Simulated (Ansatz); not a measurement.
The same path of CH$_{5}$Al (7 atoms, charge 0, multiplicity 1) was run twice with different band settings. Lost on the way: Al1–H2, Al1–H3. Made: H2–H3.

All numbers below come from RKS B3LYP-D4/def2-SVPD in Ansatz 0.2.0.

Relaxed end points:

```xyz
7
Properties=species:S:1:pos:R:3
Al 0.234 0.001 0.122
H 0.218 -0.001 1.710
H 1.630 -0.002 -0.634
C -1.463 0.003 -0.863
H -2.048 -0.904 -0.631
H -2.096 0.854 -0.558
H -1.341 0.049 -1.956
```

```xyz
7
Properties=species:S:1:pos:R:3
Al 0.387 0.068 -1.851
H 0.474 -0.046 1.436
H 1.219 -0.025 1.288
C -1.449 0.010 -1.043
H -1.616 -0.902 -0.439
H -1.647 0.872 -0.379
H -2.234 0.023 -1.822
```

Common settings: spring 5.0 eV/Å²; optimiser quadratic models (default); start path through a guess of the saddle point; force threshold 0.05 eV/Å; iteration limit 60; end points relaxed.

| run | movable images | climbing image |
| --- | --- | --- |
| 1 | 7 | yes |
| 2 | 4 | no |

Problem. What does each run give, and how far can it be trusted?

Solution. Run 1: converged after 11 iterations, highest image 2.896 eV above the first end. Neighbouring images differ by up to 1.2 eV, so the band resolves the path poorly. A vibrational analysis at the climbing image gives one clearly imaginary mode, 1300i cm⁻¹: a first-order saddle point.
Run 2: converged after 20 iterations, highest image 2.222 eV above the first end. Neighbouring images differ by up to 1.9 eV, so the band resolves the path poorly. No image climbed, so the highest image needn't sit at the top of the path.
The orbitals stay closed-shell, which can raise the energy where a bond breaks towards radicals; this wasn't checked here.
